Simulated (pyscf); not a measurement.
Structures and frequencies: ωB97X-D3(BJ)/def2-SVP in PySCF. MP2 and CC: frozen core, UHF for open shells. ΔMP2 is the change of the MP2 total energy from the triple- to the quadruple-zeta basis.

Question: How much does it cost (ΔH, 298 K, CCSD(T)/def2-TZVPP + ΔMP2(QZVPP)) to split H₂C=CH–CH₂–SiH₃ at its C–C bond into •HC=CH₂ + •H₂C–SiH₃?

Answer: C–C to •HC=CH₂ + •H₂C–SiH₃: 98.5 kcal/mol. The radicals are drawn with the spin at the cut bond; how far it spreads was not checked. H₂C=CH–CH₂–SiH₃ lies 8.7 kcal/mol over its isomer H₂C=CH–SiH₂–CH₃ (electronic energy, ωB97M-D3(BJ)/def2-TZVP). •H₂C–SiH₃ lies 10.6 kcal/mol over its isomer H₃C–SiH₂• (electronic energy, ωB97M-D3(BJ)/def2-TZVP). Other isomers of •HC=CH₂ were not searched in full and may lie lower. The CCSD(T) − MP2 part came from Ansatz, without density fitting, on the same reference. A UHF reference is spin-contaminated (<S²> up to 0.96), which harms MP2 most.
